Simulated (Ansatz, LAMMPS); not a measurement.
## Bulk modulus of hcp Re: levels of theory against measurement

Reference value: 369 GPa (measured, zero-point energy and finite temperature contributions removed, sources range from 369 to 381; as tabulated in doi:10.1021/acs.jctc.3c00612).

| level (code) | value (GPa) | cell (Å³/atom) | error (%) |
|---|---|---|---|
| Lennard-Jones uff-vdw (LAMMPS) | 1.9 | 16.72 | -99 |
| LDA (Ansatz) | 405 | 14.33 | +9.8 |
| PBE (Ansatz) | 364 | 14.95 | -1.4 |
| PBE+SOC (Ansatz) | 359 | 14.97 | -2.7 |
| PBEsol (Ansatz) | 391 | 14.55 | +6.0 |
| PBEsol+SOC (Ansatz) | 387 | 14.57 | +4.9 |
| r²SCAN (Ansatz) | 388 | 14.70 | +5.1 |
| r²SCAN+SOC (Ansatz) | 384 | 14.72 | +4.1 |

Leaving aside Lennard-Jones uff-vdw, which can be fitted to such values or carry a doubt: Nearest, and too close to rank with a margin of 3.2 % (twice that across the reference) picked here for doubts on the reference and the settings: PBE (-1.4 %), PBE+SOC (-2.7 %), r²SCAN+SOC (+4.1 %), PBEsol+SOC (+4.9 %), r²SCAN (+5.1 %), PBEsol (+6.0 %). LDA (+9.8 %) misses by most. Within 15 %: LDA, PBE, PBE+SOC, PBEsol, PBEsol+SOC, r²SCAN, r²SCAN+SOC.

Density-functional levels without +SOC have no spin–orbit coupling. Lennard-Jones uff-vdw: this is a force field's van der Waals term alone, without bonds or charges. Each level is taken at its own relaxed cell. Cutoffs differ between the levels. Ansatz's density-functional and Hartree–Fock values are scalar-relativistic unless marked +SOC, with PAW data made under PBE.

Differences are worked out from the printed values.

Ansatz is a program for electronic structure.
